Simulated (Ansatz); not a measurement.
For bcc Ta, PBE-D3(BJ) (Ansatz, a first-principles code, PAW) gives:

```
Quantity             Result
------------------  -------
lattice constant a  3.285 Å
bulk modulus B0     206 GPa
```

**Question.** What does Hartree–Fock in Ansatz (PAW) give for the same quantities?

**Answer.** 
- lattice constant a: 3.395 Å (rises by 3.3 %)
- bulk modulus: 227 GPa (goes up by 10 %)

For comparison: lattice constant a 3.299 Å (measured, static lattice: zero-point anharmonic expansion removed; as tabulated in Mejia-Rodriguez and Trickey (2018), arXiv:1807.09216); bulk modulus 198 GPa (measured, corrected for temperature and zero-point phonon effects, our sources range from 194 to 203; as tabulated in Levämäki et al. (2014), arXiv:1402.3671).

Changes are worked out from the printed values.

Unless a cell is named, each level is at its own relaxed cell (PBE-D3(BJ) 17.73, Hartree–Fock 19.56 Å³/atom).

Levels without +SOC leave out spin–orbit coupling, which shifts energies and cells of such heavy elements.

Ansatz's density-functional and Hartree–Fock values are scalar-relativistic unless marked +SOC, with PAW data made under PBE.
